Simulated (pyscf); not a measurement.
Thermochemistry of product channels of F–SiH₂• + ammonia (NH₃) on the doublet surface, in eV, from ωB97M-D3(BJ)/def2-TZVP energies (ideal gas, 1 atm, RRHO with modes under 100 cm⁻¹ raised to 100, one conformer, R ln 2 for rigid chiral ones). Optimised with ωB97X-D3(BJ)/def2-SVP in PySCF.

```json
[
 {"products": "F–SiH₃ + amino radical (NH₂•)", "ΔE": "+0.66", "ΔH(298 K)": "+0.51", "ΔG(298 K)": "+0.54", "ΔG(1200 K)": "+0.60"},
 {"products": "•HN–SiH₂–F + hydrogen (H₂)", "ΔE": "+0.30", "ΔH(298 K)": "+0.06", "ΔG(298 K)": "+0.14", "ΔG(1200 K)": "+0.23"},
 {"products": "H₂N–SiH₂–F + H atom (H•)", "ΔE": "-0.17", "ΔH(298 K)": "-0.33", "ΔG(298 K)": "-0.19", "ΔG(1200 K)": "+0.10"},
 {"products": "H₂N–SiH•–F + hydrogen (H₂)", "ΔE": "-0.47", "ΔH(298 K)": "-0.60", "ΔG(298 K)": "-0.54", "ΔG(1200 K)": "-0.53"}
]
```

The channel to H₂N–SiH₂–F + H• turns unfavourable between 298 and 1200 K (ΔG from -0.19 eV to +0.10 eV).

These are energies of the channels, which say nothing of barriers.
